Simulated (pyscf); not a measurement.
A first-order saddle from PySCF, ωB97X-D3(BJ)/def2-SVP:

```xyz
12

C     -0.9644     0.2628     0.1683
Sn     1.1236     0.0957     1.4299
H     -0.5663    -0.3383    -0.6486
H     -0.8984     1.3494     0.1245
H     -1.5321    -0.2145     0.9664
H      1.0065     0.9216     2.9347
H      1.5185    -1.5457     1.7613
H      2.4344     0.7844     0.5538
C     -2.7473     0.4053    -0.9088
H     -3.0823    -0.6319    -1.0269
H     -3.4039     1.0145    -0.2766
H     -2.4631     0.8898    -1.8503
```
Charge 0, spin multiplicity 2.

Surface: doublet, charge 0. Lowest wavenumbers (cm⁻¹): 1054i, 57, 139, 139, 185.

Problem. What reaction is this the transition state of?

Solution. H₃C–SnH₃ (SMILES [CH3][SnH3]) + CH₃• (SMILES [CH3]) ⇌ H₃C–CH₃ (SMILES CC) + SnH₃• (SMILES [SnH3]), a substitution at C read from left to right: C–Sn broken and C–C formed. At ωB97M-D3(BJ)/def2-TZVP it lies +26.1 kcal/mol from the left side and +52.4 kcal/mol from the right (each side as separated species at their lowest minima found). The same reactants have a lower exit, to H₃C–SnH₂• + CH₄ (barrier +3.3 kcal/mol at ωB97M-D3(BJ), against +26.1 kcal/mol here). This is the saddle that the search found; another between the same sides may lie lower. The angle at the attacked C is 180°. Elements past Kr carry the def2 core potentials, without spin-orbit coupling.
